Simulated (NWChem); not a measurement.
**AlH3O (AlH2(OH)) at ACM/jorge-TZP-DKH (sfX2C)**

What is the vertical electron affinity of AlH3O (AlH2(OH)) at ACM/jorge-TZP-DKH (sfX2C)? 

Program for the calculation: NWChem 7.3.0.

3 further runs of the same task are left out: 3 set aside as unsound or not needed.

## Step 1: Starting point

AlH3O has 5 atoms, charge 0, and is taken as a singlet. SMILES: `[H][Al]([H])[OH]`. Geometry: a GFN2-xTB relaxation, a rough one for these elements and not checked as a minimum.

Bond lengths: Al1–O4 1.636 Å, Al1–H2 1.532 Å, Al1–H3 1.531 Å, O4–H5 0.949 Å. Angles: Al1–O4–H5 179.6°, H2–Al1–O4 120.0°, H3–Al1–O4 120.0°, H2–Al1–H3 120.0°.

## Step 2: A single-point energy at ACM/jorge-TZP-DKH (sfX2C)

Input file run.py:

```python
from ase import Atoms
from ase.calculators.nwchem import NWChem

system = Atoms(['Al', 'H', 'H', 'O', 'H'], positions=[
    [0.271770, 0.451120, -0.109270],
    [1.798980, 0.417230, -0.221380],
    [-0.481020, 1.769010, -0.311810],
    [-0.555450, -0.920030, 0.226660],
    [-1.034280, -1.717330, 0.415800],
])

calc = NWChem(
    label='alh3o',
    theory='dft',
    memory='2200 mb',
    basis='jorge-TZP-DKH',
    basispar='spherical bse',
    relativistic={'x2c': 'on'},
    dft={'xc': 'acm', 'mult': '1', 'grid': 'medium', 'convergence': 'energy 1e-05'},
    task='energy',
)
system.calc = calc

e = system.get_potential_energy()
print(f"E = {e:.6f} eV")
print("dipole (e A):", system.get_dipole_moment().round(4))
```

On the command line:

```bash
$ export ASE_NWCHEM_COMMAND="nwchem PREFIX.nwi > PREFIX.nwo"
$ python run.py
```

What it wrote:

```text
E = -8706.705455 eV
dipole (e A): [-0.1311 -0.2187  0.0514]
```

The calculator wrote alh3o.nwi:

```
title "alh3o"

permanent_dir alh3o

scratch_dir alh3o

start alh3o

geometry units angstrom nocenter noautosym noautoz
  Al 2.7177000000000001e-01 4.5112000000000002e-01 -1.0927000000000001e-01
  H  1.7989800000000000e+00 4.1722999999999999e-01 -2.2137999999999999e-01
  H  -4.8102000000000000e-01 1.7690100000000000e+00 -3.1180999999999998e-01
  O  -5.5545000000000000e-01 -9.2003000000000001e-01 2.2666000000000000e-01
  H  -1.0342800000000001e+00 -1.7173300000000000e+00 4.1580000000000000e-01
end

memory 2200 mb

basis spherical bse noprint
   * library jorge-TZP-DKH
end

relativistic
  x2c on
end
dft
  xc acm
  mult 1
  grid medium
  convergence energy 1e-05
end

task dft energy
```

alh3o.nwo (excerpt; [...] marks lines left out):

```text
[...]
          Wavefunction type:  closed shell.
          No. of atoms     :     5
          No. of electrons :    24
[...]
          Charge           :     0
          Spin multiplicity:     1
[...]
          AO basis - number of functions:   113
[...]
              XC Information
              --------------
          Adiabatic Connection Method XC Potential
                     Hartree-Fock (Exact) Exchange  0.200
                        Slater Exchange Functional  0.800 local
                    Becke 1988 Exchange Functional  0.720 non-local
                      VWN V Correlation Functional  1.000 local
                Perdew 1991 Correlation Functional  0.810 non-local
[...]
 d= 0,ls=0.0,diis     1   -319.8720592545 -3.73D+02  6.93D-03  7.85D+01     2.6
[...]
 d= 0,ls=0.0,diis     7   -319.9655264662 -1.32D-06  3.07D-06  7.11D-08    13.5
         Total DFT energy =     -319.965526466227
      One electron energy =     -549.774826439052
           Coulomb energy =      204.951116677574
    Exchange-Corr. energy =      -28.461469121820
 Nuclear repulsion energy =       53.319652417071
[...]
```

It took 15 s on 1 thread of Intel Xeon Platinum 8175M at 2.50GHz (Skylake/Cascade Lake), shared host; peak memory 0.12 GiB.

## Step 3: The doublet anion

Input file alh3o.nw:

```
echo
start alh3o
title "AlH3O ACM"
memory 2200 mb
charge -1

geometry units angstroms noautosym nocenter noautoz
  Al    0.271770    0.451120   -0.109270
  H     1.798980    0.417230   -0.221380
  H    -0.481020    1.769010   -0.311810
  O    -0.555450   -0.920030    0.226660
  H    -1.034280   -1.717330    0.415800
end

basis spherical bse
  Al library jorge-TZP-DKH
  H library jorge-TZP-DKH
  O library jorge-TZP-DKH
end

relativistic
  x2c on
end

dft
  xc acm
  mult 2
  grid medium
  convergence energy 1e-05
  iterations 150
  noprint "final vectors analysis"
end

task dft energy
```

On the command line:

```bash
$ nwchem alh3o.nw > alh3o.out
```

What it wrote (excerpt; [...] marks lines left out):

```text
[...]
          Wavefunction type:  spin polarized.
          No. of atoms     :     5
          No. of electrons :    25
[...]
          Charge           :    -1
          Spin multiplicity:     2
[...]
          AO basis - number of functions:   113
[...]
              XC Information
              --------------
          Adiabatic Connection Method XC Potential
                     Hartree-Fock (Exact) Exchange  0.200
                        Slater Exchange Functional  0.800 local
                    Becke 1988 Exchange Functional  0.720 non-local
                      VWN V Correlation Functional  1.000 local
                Perdew 1991 Correlation Functional  0.810 non-local
[...]
 d= 0,ls=0.0,diis     1   -319.7694088070 -3.73D+02  9.68D-03  2.07D+01     3.1
[...]
 d= 0,ls=0.0,diis     8   -319.9397422252 -3.24D-07  4.26D-06  5.46D-07    19.4
[...]
         Total DFT energy =     -319.939742225204
      One electron energy =     -554.807759343372
           Coulomb energy =      210.173942761496
    Exchange-Corr. energy =      -28.625578060399
 Nuclear repulsion energy =       53.319652417071
[...]
      <S2> =      0.7538 (Exact =     0.7500)
[...]
```

Run time: 20 s. Hardware: 1 thread of Intel Xeon Platinum 8175M at 2.50GHz (Skylake/Cascade Lake), shared host; peak memory 0.12 GiB.

## Step 4: Summary of results

At ACM/jorge-TZP-DKH (sfX2C):

```
                                         quantity          value
                      singlet AlH3O: total energy  -319.96553 Eh
                     singlet AlH3O: dipole moment         1.25 D
                       singlet AlH3O: HOMO energy       -7.75 eV
                       singlet AlH3O: LUMO energy       -0.86 eV
                     singlet AlH3O: HOMO–LUMO gap        6.90 eV
                      doublet anion: total energy  -319.93974 Eh
                              doublet anion: ⟨S²⟩          0.754
vertical electron affinity (to the doublet anion)      -0.702 eV
```

**Reading.** The anion lies 0.70 eV (16.2 kcal/mol) above the neutral: the electron isn't bound at this level, and such a value depends on the basis. Without diffuse functions anions come out too high.
